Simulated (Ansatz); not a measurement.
**CHNS3: small, medium and large basis sets**

Aim: see how fast density functionals converge with the basis set for CHNS3.

The runs use Ansatz 0.2.0, Gaussian basis; one geometry, several basis sets.

Levels to be run: PBE0-D4/def2-SVP; ωB97M-V/def2-SVP; PBE0-D4/def2-QZVPP; ωB97M-V/def2-QZVPP; the functionals' def2-TZVPP values are taken from earlier runs.

## 1. Structure used throughout

The geometry comes from an earlier relaxation with PBE0-D4 in a triple-zeta def2 set; it is a stationary point.

6 atoms, charge 0, spin multiplicity 1.

Atoms are counted from 1 here; the program's logs count them from 0.

Bond lengths: N1–C2 1.251 Å, N1–H6 1.016 Å, C2–S3 1.771 Å, C2–S5 1.760 Å, S3–S4 2.090 Å, S4–S5 2.097 Å. Angles: C2–N1–H6 114.9°, N1–C2–S3 132.4°, N1–C2–S5 123.9°, S3–C2–S5 103.7°, C2–S3–S4 86.5°, S3–S4–S5 83.1°, C2–S5–S4 86.6°.

## 2. PBE0-D4 in def2-SVP

Contents of in.yaml:

```yaml
crystal:
  periodic: [false, false, false]
  atoms:
    - {symbol: N, position_ang: [-0.316206, 1.403177, 0.592781]}
    - {symbol: C, position_ang: [-0.047739, 0.310641, 0.046347]}
    - {symbol: S, position_ang: [0.030671, -1.346826, 0.666193]}
    - {symbol: S, position_ang: [0.547018, -1.914560, -1.277606]}
    - {symbol: S, position_ang: [0.361640, 0.138967, -1.657148]}
    - {symbol: H, position_ang: [-0.533284, 1.344603, 1.583233]}
basis:
  gaussian: {orbitals: def2-SVP}
hamiltonian: {xc: pbe0, dispersion: d4}
output: {orbitals: {seedname: orbitals}}
```

Command:

```sh
> ansatz run in.yaml --threads 2 --pin off --events-out ev --progress --plain --max-ram 4352MiB
```

Further steps of the session: ωB97M-V in def2-SVP; PBE0-D4 in def2-QZVPP; ωB97M-V in def2-QZVPP.

**Question.** What will the summary of the whole plan be? Wanted: PBE0-D4: double and triple zeta above quadruple; ωB97M-V: double and triple zeta above quadruple.

The runs gave:

| quantity | value |
| --- | --- |
| PBE0-D4: double and triple zeta above quadruple | 15.69, 1.12 eV |
| ωB97M-V: double and triple zeta above quadruple | 15.58, 1.06 eV |

What this shows: For PBE0-D4 the step from double to triple zeta gains 14.57 eV and the next only 1.12 eV. These are total energies; as a rule much of such shifts cancels in differences, which this series doesn't test.
